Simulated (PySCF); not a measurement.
**SMILES [H]/N=C(/C)C#N, C₃H₄N₂**

Cartesian coordinates in Å; atom numbers follow the order of the lines, from 1:
```xyz
9

C    -1.154    0.218   -0.089
C     0.260   -0.256   -0.050
N     0.561   -1.435   -0.380
C     1.233    0.710    0.384
N     2.065    1.422    0.721
H    -1.794   -0.590   -0.430
H    -1.242    1.071   -0.762
H    -1.463    0.543    0.904
H     1.548   -1.677   -0.323
```

Computed with PySCF, GIAO HF/pcSseg-1 magnetisability, rotational g tensor and spin-rotation constants, non-relativistic, gas phase. Geometry: GFN2-xTB.

**Question.** What are the magnetisability and the molar susceptibility?

**Answer.** Isotropic -648 × 10⁻³⁰ J/T², or -39.0 × 10⁻⁶ cm³/mol; principal values -717, -691, -537 × 10⁻³⁰ J/T², anisotropy 168 × 10⁻³⁰ J/T² (root of half the summed squared differences of the principal values). The susceptibility is in cgs units.

**Question.** Split it along the inertial axes a, b, c into diamagnetic and paramagnetic parts about the centre of mass, with the quadrupole moment.

**Answer.** 
| axis | χ (10⁻⁶ cm³/mol) | diamagnetic (10⁻⁶ cm³/mol) | paramagnetic (10⁻⁶ cm³/mol) | summed x² of all electrons (Å²) | quadrupole Θ (D Å) |
| --- | --- | --- | --- | --- | --- |
| a | -41.6 | -183.4 | 141.8 | 71.0 | -11.67 |
| b | -32.4 | -334.1 | 301.7 | 35.5 | +8.08 |
| c | -43.2 | -451.8 | 408.6 | 7.7 | +3.59 |

Anisotropies 2χaa − χbb − χcc = -7.7 and 2χbb − χaa − χcc = +20.1 × 10⁻⁶ cm³/mol. Θ is traceless in Buckingham's convention.

**Question.** And the rotational g tensor?

**Answer.** 
| axis | rotational constant (GHz) | g | nuclear part | electronic part |
| --- | --- | --- | --- | --- |
| a | 10.0268 | -0.0389 | 0.6289 | -0.6678 |
| b | 4.2389 | -0.0580 | 0.5429 | -0.6009 |
| c | 3.0353 | -0.0223 | 0.5603 | -0.5827 |

Asymmetric top; isotopes 12C, 1H, 14N; no vibrational averaging.
